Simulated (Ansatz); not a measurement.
## One element changed: atomization energies of BNC, AlNC

Ansatz 0.2.0, basis cc-pVDZ; geometries are PBE0/def2-TZVP minima. Wave-function levels freeze the cores; HF, MP2 and coupled cluster are restricted for singlets and unrestricted otherwise, atoms included (their steps beyond CCSDT(Q) come from restricted open-shell runs). NEVPT2 stands on CASSCF in the full valence space. The reference is CCSDTQ (coupled cluster only where its series has nearly closed). An error is the level's value less the reference. None of these values is a measured one. Energies are electronic, without zero-point terms. The set is small: it underbinds, by tens of kJ/mol for each bond, so near ties and functionals' places can change in larger sets. No spin–orbit coupling and no scalar relativity. The species are chosen: bound, without strong static correlation by their natural occupations or amplitudes, in their lowest spin state as far as vertical gaps and like structures tell, and with a ladder that closes on the reference, so errors are smaller than for species at large; levels whose determinant breaks symmetry or spin markedly are left out.

```csv
species,bonds (Å),quantity,symmetry of the states,reference,value (kJ/mol),error HF,error CCSD,error CCSD(T),error CCSDT(Q),error NEVPT2
"BNC, singlet","C–N 1.183, B–N 1.415, angle at N 180°",atomization,Σ⁺,CCSDTQ,1145.8,-348.0,-36.4,-2.6,0.2,7.4
"AlNC, singlet","N–Al 1.858, C–N 1.176, angle at N 180°",atomization,Σ⁺,CCSDTQ,1111.8,-338.6,-31.6,-1.9,0.3,6.6
```

The reference falls from B to Al, by 34.0 kJ/mol in all.
